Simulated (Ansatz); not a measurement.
**What a trial cell of KRu relaxes into**

The calculation used DFT PBE, scalar-relativistic, plane waves, PAW (Ansatz).

The start puts KRu on the litharge structure type (P4/nmm, No. 129), with K in place of Pb, Ru in place of O, at a guessed volume.

Input of the last, converged step (default PAW datasets):

```yaml
crystal:
  lattice:
    - [3.495665956, 0.0, 0.0]
    - [0.0, 3.495665956, 0.0]
    - [0.0, 0.0, 10.2095608577]
  atoms:
    - { symbol: K, position: [0.0, 0.5, 0.2845716772] }
    - { symbol: K, position: [0.5, 0.0, 0.7154283228] }
    - { symbol: Ru, position: [0.0, 0.0, 0.0] }
    - { symbol: Ru, position: [0.5, 0.5, 0.0] }
basis:
  ecutwfc: 420
kpoints:
  mp_grid: { grid: [14, 14, 6] }
hamiltonian:
  xc: pbe
scf:
  occupations: { method: gaussian, width: 0.1 }
output:
  forces: true
  stress: true
  eigenvalues: true
relax:
  adjacent_minimum: "off"
  f_tol: 0.01
  max_steps: 80
  cell: { stress_tol: 0.05 }
```

Launched as:

```bash
ansatz run input.yaml --threads 1 --pin off --max-ram 2560MiB --backend cpu --events-out ev --progress --plain --runs-dir out
```

The run took 87 s on 1 thread of Arm Neoverse V2, on a shared host, peak memory 0.64 GiB.

The program printed at the end:

```
SCF converged after 4 iterations
Free energy (F): -14829.864383 eV
Harris-Foulkes:  -14829.864383 eV  (|F-HF|=7.28e-12)
Internal energy: -14829.844662 eV  (E = F + TS)
E sigma→0 (E₀):  -14829.854523 eV
Entropy (-TS):   -0.019720 eV (-4.930 meV/atom)
Fermi energy:    7.733489 eV
--- Per-component energies (eV) ---
  E_band       = -764.914544
  E_kinetic    = 1536.853333
  E_local      = -10608.695887  (includes V_loc(G=0)·N_el)
  E_nonlocal   = 717.211232
  E_hartree    = 4449.044576
  E_xc         = -647.860801
  E_vxc        = -803.304922  (∫ρ·V_xc dr)
  E_paw        = -8487.553815  (= ΣΔE_a)
  E_vpaw       = -505.067672  (= ΣTr[D̂ρ^β])
  E_aug_tail   = -0.000336  (compensation charges beyond the density's cutoff)
  E_ewald      = -1788.842965
  E_smearing   = -0.019720  (= −TS)
  E_closure    = 0.000000  (closes the sum)
  Σ components = -14829.864383   (vs F -14829.864383, Δ=0.00e0)
--- Forces (eV/Å), atoms counted from 1 ---
  atom   1  K      0.00000000     0.00000000     0.00184233
  atom   2  K      0.00000000     0.00000000    -0.00184233
  atom   3  Ru     0.00000000     0.00000000     0.00000000
  atom   4  Ru     0.00000000     0.00000000     0.00000000
  max |Σ_I F_I| component: 3.69e-18 eV/Å
--- Stress (GPa, compression-positive) ---
        0.009718       0.000000       0.000000
        0.000000       0.009718       0.000000
        0.000000       0.000000       0.017266
  P = ⅓ Tr σ = 0.0122 GPa (0.122 kbar)
--- Relaxed structure (3 steps of the walk, 3 accepted, 1 SCFs on fresh bases) ---
  F+E_penalty+E_count = -14829.86438277 eV   max|allowed force component| = 1.842e-3 eV/Å   (the final SCF, on the basis selected at the relaxed cell)
  cell:  # Å, volume = 124.0798 Å³
    - [3.491176, 0.000000, 0.000000]
    - [0.000000, 3.491176, 0.000000]
    - [0.000000, 0.000000, 10.180225]
  atoms:
    - { symbol: K, position: [0.000000, 0.500000, 0.286819] }
    - { symbol: K, position: [0.500000, 0.000000, 0.713181] }
    - { symbol: Ru, position: [0.000000, 0.000000, 0.000000] }
    - { symbol: Ru, position: [0.500000, 0.500000, 0.000000] }
```

Absolute energies hang on the potentials; compare differences alone.

The result has space group P4/nmm (No. 129). K is coordinated by 4 Ru at 3.40 Å and 4 K at 3.49 Å; Ru has 4 Ru at 2.47 Å.

Against the elements it lies at 0.77 eV/atom. Energies over the elements count from the elements' standard structures at the same level, with no empirical corrections.

For metals, differences of a few meV/atom aren't resolved.

A structure relaxed within its symmetry needn't be a true minimum.